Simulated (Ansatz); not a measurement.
# FH2MgN: taking an electron away

How much energy removes an electron from FH2MgN at fixed geometry? The cation is run at each level and the neutral's energy taken from earlier runs.

The runs use Ansatz 0.2.0, Gaussian basis; unrestricted cation, the program's frozen cores in correlated methods.

The runs, in order: UKS PBE-D4/def2-TZVPP; UKS r2SCAN-D4/def2-TZVPP; UKS PBE0-D4/def2-TZVPP; UKS B3LYP-D4/def2-TZVPP; UKS wB97X-V/def2-TZVPP; UKS wB97M-V/def2-TZVPP; UKS B2PLYP/def2-TZVPP; UHF-CCSD(T)/def2-TZVPP; UHF-MP2/def2-QZVPP; extrapolation to the limit; then −ε(HOMO) from the neutral's earlier runs with LDA (SPW92), PBE-D4, revPBE-D4, BLYP-D4, r2SCAN-D4, B97M-V, PBE0-D4, B3LYP-D4, r2SCANh-D4, r2SCAN0-D4, HSE06-D4, BHLYP-D4, CAM-B3LYP-D4, LC-ωPBE, ωB97X-V, ωB97M-V.

### Step 1. The relaxed structure

An earlier PBE0-D4 in a triple-zeta def2 set relaxation fixed the geometry.

SMILES `[NH2][Mg][F]`, 5 atoms, charge 0, spin multiplicity 1.

Atoms are counted from 1 here; the program's logs count them from 0.

Bond lengths: N1–Mg2 1.876 Å, N1–H4 1.009 Å, N1–H5 1.009 Å, Mg2–F3 1.755 Å. Angles: Mg2–N1–H4 126.3°, Mg2–N1–H5 126.3°, H4–N1–H5 107.3°, N1–Mg2–F3 180.0°.

### Step 2. Cation, UKS PBE-D4/def2-TZVPP

in.yaml reads:

```yaml
crystal:
  periodic: [false, false, false]
  atoms:
    - {symbol: N, position_ang: [-0.550534, 0.605940, -0.218884]}
    - {symbol: Mg, position_ang: [0.668075, -0.744508, 0.240084]}
    - {symbol: F, position_ang: [1.808295, -2.007923, 0.669364]}
    - {symbol: H, position_ang: [-0.549281, 1.554107, 0.125029]}
    - {symbol: H, position_ang: [-1.326755, 0.518785, -0.856993]}
basis:
  gaussian: {orbitals: def2-TZVPP}
total_charge: 1
magnetization: {spin_polarized: true, initial_magnetization: 1}
hamiltonian: {xc: pbe, dispersion: d4}
```

The runs that follow: Cation, UKS r2SCAN-D4/def2-TZVPP; Cation, UKS PBE0-D4/def2-TZVPP; Cation, UKS B3LYP-D4/def2-TZVPP; Cation, UKS wB97X-V/def2-TZVPP; Cation, UKS wB97M-V/def2-TZVPP; Cation, UKS B2PLYP (frozen core)/def2-TZVPP; Cation, UHF-CCSD(T)/def2-TZVPP; Cation, UHF-MP2/def2-QZVPP.

**Question.** What will the summary of the whole plan be? Wanted: ionisation energy, CCSD(T)/CBS; nearest functional by difference; nearest −ε(HOMO); −ε(HOMO) of PBE; T1 of the cation.

**Answer**, as computed:

| quantity | value |
| --- | --- |
| ionisation energy, CCSD(T)/CBS | 9.35 eV |
| nearest functional by difference | B3LYP-D4 (-0.01 eV) |
| nearest −ε(HOMO) | LC-ωPBE (+0.14 eV) |
| −ε(HOMO) of PBE | 5.25 eV |
| T1 of the cation | 0.011 |

**Reading.** By cation minus neutral, the functionals miss by 0.24 eV at most. The PBE orbital energy is 4.1 eV too small: a semilocal HOMO is no ionisation energy. Among orbital estimates LC-ωPBE comes nearest. Hartree-Fock falls 1.68 eV short, as the neutral has more correlation energy than the cation. Correlated methods include outer-core shells of Mg, which these sets cover unevenly.
